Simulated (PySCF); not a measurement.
thiophene (C4H4S), SMILES c1cscc1. Geometry optimised at PBE-D3(BJ)/def2-SVP.

Calculation: PBE-D3(BJ)/def2-SVP (PySCF 2.14.0).

Harmonic wavenumbers (cm⁻¹): 451, 565, 603, 655, 697, 741, 832, 843, 850, 891, 1035, 1049, 1053, 1216, 1353, 1440, 1518, 3144, 3157, 3189, 3191. Rotational constants (GHz): 7.926, 5.308, 3.179; symmetry number 2.

Question: Work out the zero-point energy and the ideal-gas rigid-rotor harmonic-oscillator thermochemistry at 298.15 K and 1 atm.

Answer: ZPE = ½ Σ hcν = ½ × 28473 cm⁻¹ = 40.70 kcal/mol. H − E(el) = 43.91 kcal/mol. Entropy in cal/(mol K): translation 39.20, rotation 23.91, vibration 3.68, total 66.79. G − E(el) = 24.00 kcal/mol. Cp = 17.68 cal/(mol K).
